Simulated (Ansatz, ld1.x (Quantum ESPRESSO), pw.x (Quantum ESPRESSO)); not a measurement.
**pw.x on bcc Mo: one setting changed**

Potential: norm-conserving Troullier–Martins (Kleinman–Bylander form), ld1.x (Quantum ESPRESSO) 7.5, LDA (PW92); core [Kr], reference 4d5 5s1 5p0; waves: 5s (bound): rc 2.75 bohr; 5p (bound, empty): rc 4.20 bohr; 4d (bound): rc 1.60 bohr; local part: all-electron potential smoothed inside 3.00 bohr (lloc = -1); core correction: Bessel-smoothed model core inside 1.30 bohr.

The reference run (k-mesh 15³, cutoffs 70/280 Ry, Fermi–Dirac 0.01 Ry, mixing_beta 0.4, conv_thr 1e-9, no spin) gives 1.97 GPa at 15.067 Å³/atom, where all-electron LAPW gives 0.24 GPa. This run, with its own iteration cap, changes mixing_mode to local-TF.

```
&control
  calculation='scf', prefix='x', pseudo_dir='./', outdir='./tmp', tstress=.true., disk_io='none'
/
&system
  ibrav=0, nat=1, ntyp=1, ecutwfc=70, ecutrho=280, nbnd=10,
  occupations='smearing', smearing='fd', degauss=0.01
/
&electrons
  conv_thr=1e-09, mixing_beta=0.4, electron_maxstep=60, mixing_mode='local-TF'
/
ATOMIC_SPECIES
Mo 1.0 Mo.UPF
CELL_PARAMETERS angstrom
  -1.55592598 1.55592598 1.55592598
  1.55592598 -1.55592598 1.55592598
  1.55592598 1.55592598 -1.55592598
ATOMIC_POSITIONS crystal
Mo 0.0000 0.0000 0.0000
K_POINTS automatic
15 15 15 0 0 0
```

```bash
pw.x < Mo.scf.in > Mo.scf.out
```

Q: How does the run end?

A: It converges in 7 iterations; the free energy moves by +0.0 meV/atom and the pressure by +0.00 GPa. The result is that of the reference run.

```
Message from routine setup:
     using ibrav=0 with symmetry is DISCOURAGED, use correct ibrav instead
     lattice parameter (alat)  =       5.0927  a.u.
     unit-cell volume          =     101.6772 (a.u.)^3
     number of electrons       =         6.00
     number of Kohn-Sham states=           10
     kinetic-energy cutoff     =      70.0000  Ry
     charge density cutoff     =     280.0000  Ry
     scf convergence threshold =      1.0E-09
     Exchange-correlation= PW
     number of k points=   120  Fermi-Dirac smearing, width (Ry)=  0.0100
     iteration #  1     ecut=    70.00 Ry     beta= 0.40
     total energy              =     -34.71345774 Ry
     estimated scf accuracy    <       0.12898909 Ry
     iteration #  2     ecut=    70.00 Ry     beta= 0.40
     total energy              =     -34.68492612 Ry
     estimated scf accuracy    <       0.04952308 Ry
     iteration #  3     ecut=    70.00 Ry     beta= 0.40
     total energy              =     -34.69533173 Ry
     estimated scf accuracy    <       0.00023094 Ry
     iteration #  4     ecut=    70.00 Ry     beta= 0.40
     total energy              =     -34.69538811 Ry
     estimated scf accuracy    <       0.00005746 Ry
     iteration #  5     ecut=    70.00 Ry     beta= 0.40
     total energy              =     -34.69539755 Ry
     estimated scf accuracy    <       0.00000042 Ry
     iteration #  6     ecut=    70.00 Ry     beta= 0.40
     total energy              =     -34.69539739 Ry
     estimated scf accuracy    <       0.00000113 Ry
     iteration #  7     ecut=    70.00 Ry     beta= 0.40
     the Fermi energy is    14.4843 ev
!    total energy              =     -34.69539761 Ry
     estimated scf accuracy    <          4.5E-10 Ry
     smearing contrib. (-TS)   =      -0.00315021 Ry
     The total energy is F=E-TS. E is the sum of the following terms:
     one-electron contribution =      11.53706742 Ry
     hartree contribution      =       0.36687664 Ry
     xc contribution           =     -24.31724647 Ry
     ewald contribution        =     -22.27894499 Ry
     convergence has been achieved in   7 iterations
          total   stress  (Ry/bohr**3)                   (kbar)     P=       19.68
     Message from routine punch:
     Nothing written, as per user request (disk_io='none')
```

The run took about 10 s on one core of a shared host (Neoverse-V2, 32 threads, 247 GiB, load 12).
